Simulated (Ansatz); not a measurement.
**I (model structure, started from the beta-Sn type, I4₁/amd, No. 141, 2 atoms in the cell)**

Level of theory: r²SCAN (Ansatz, an electronic-structure program, PAW).

Numerical settings: plane-wave cutoff 500 eV, 12×12×12 k mesh, Fermi–Dirac smearing 0.05 eV, scalar-relativistic PAW data made under PBE.

Cell (relaxed at this level):

```
I
1.0
   -3.19383     3.19383     2.06491
    3.19383    -3.19383     2.06491
    3.19383     3.19383    -2.06491
I
2
Cartesian
  0.00000   3.19383   1.03246
  0.00000   0.00000   0.00000
```

```
Property  Value
--------  -----
band gap   none
```

Note: the relaxation could raise the start's symmetry but not lower it, so the cell can be a saddle point.

Spin–orbit coupling is not included.

The computed numbers hold no vibrational or temperature effects.

Computing time: very roughly 6 core-minutes.

A model structure was made by putting elements into a prototype or built by hand; it is no filed structure, need not be a known phase, and can be a saddle point held by its symmetry.
